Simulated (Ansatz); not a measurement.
# HSO (doublet): from Hartree-Fock to the top rungs, def2-TZVPP

The task here is to estimate one member of a computed series from the others.

The runs use Ansatz 0.2.0, Gaussian basis; def2-TZVPP, core rule «outside noble gas», up to 6 orbitals frozen.

To be run: UHF; ROHF; CCSD(T) on UHF.

2 further runs of the same task are left out: 2 set aside as unsound or not needed.

### What is computed

The geometry is a PBE0/def2-TZVP stationary point (not a proven minimum).

3 atoms, charge 0, spin multiplicity 2.

Atoms are counted from 1 here; the program's logs count them from 0.

Bond lengths: O1–S2 1.496 Å, S2–H3 1.375 Å. Angles: O1–S2–H3 104.5°.

Set-up of the first run:

Input file in.yaml:

```yaml
crystal:
  periodic: [false, false, false]
  atoms:
    - {symbol: O, position_ang: [0.000000, 0.071488, 1.012963]}
    - {symbol: S, position_ang: [0.000000, -0.073938, -0.475663]}
    - {symbol: H, position_ang: [0.000000, 1.217382, -0.947148]}
basis:
  gaussian: {orbitals: def2-TZVPP}
magnetization: {spin_polarized: true, initial_magnetization: 1}
hamiltonian: {xc: hf}
output: {orbitals: {seedname: orbitals}}
```

Launch:

```sh
$ ansatz run in.yaml --threads 1 --pin off --events-out ev --progress --plain --max-ram 2560MiB --backend cpu
```

Steps of the session up to this table: UHF; ROHF; CCSD(T) on UHF.

One table of the session follows, with a row left open; its other results are not shown here.

| method | from UCCSD(T) (meV) |
| --- | --- |
| ROHF | +12076.4 |
| UHF | +11758.6 |
| UMP2 | +1146.6 |
| UCCSD | ? |
| UCCSD(T) | 0 |

**Question.** Estimate the row for UCCSD.

**Answer.** from UCCSD(T) (meV): +480.9. In the column «from UCCSD(T) (meV)» it lies between UCCSD(T) (0) and UMP2 (+1146.6).

With the free atoms at the same levels and basis (separate runs), the atomisation energy is 7.694 eV at UCCSD(T), 4.267 eV at ROHF.
